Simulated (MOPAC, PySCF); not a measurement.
CH$_{2}$Cl$_{2}$, SMILES `ClCCl`, neutral singlet in the gas phase. 

Cartesian coordinates (Å):
SMILES: ClCCl
```xyz
5

Cl     1.4909     0.7882     0.0194
C     -0.0041    -0.1449     0.0029
Cl    -1.4446     0.8688    -0.0529
H     -0.0427    -0.7373     0.9119
H      0.0004    -0.7748    -0.8814
```
Charge 0, spin multiplicity 1.

All levels are single points at this geometry (PBE0-D4/def2-TZVP); Pople sets use spherical d functions. Orbital energies aren't observables, and empty levels follow the basis.

AM1 in MOPAC gives gap (eV) = 11.95.

**Question.** Estimate the gap (eV) from each of these levels: B3LYP-D3(BJ)/def2-TZVP in PySCF; PBE-D3(BJ)/def2-TZVP in PySCF; PBE0-D4/def2-TZVP in PySCF; B3LYP/LANL2DZ in PySCF; BP86/6-31G* in PySCF; PBE/6-31G* in PySCF; SVWN5/6-31G* in PySCF; PM7 in MOPAC.

**Answer.** 
```json
[
 {"level": "B3LYP-D3(BJ)/def2-TZVP in PySCF", "gap (eV)": "8.15"},
 {"level": "PBE-D3(BJ)/def2-TZVP in PySCF", "gap (eV)": "6.15"},
 {"level": "PBE0-D4/def2-TZVP in PySCF", "gap (eV)": "8.70"},
 {"level": "B3LYP/LANL2DZ in PySCF", "gap (eV)": "8.55"},
 {"level": "BP86/6-31G* in PySCF", "gap (eV)": "6.23"},
 {"level": "PBE/6-31G* in PySCF", "gap (eV)": "6.21"},
 {"level": "SVWN5/6-31G* in PySCF", "gap (eV)": "6.13"},
 {"level": "PM7 in MOPAC", "gap (eV)": "11.28"}
]
```
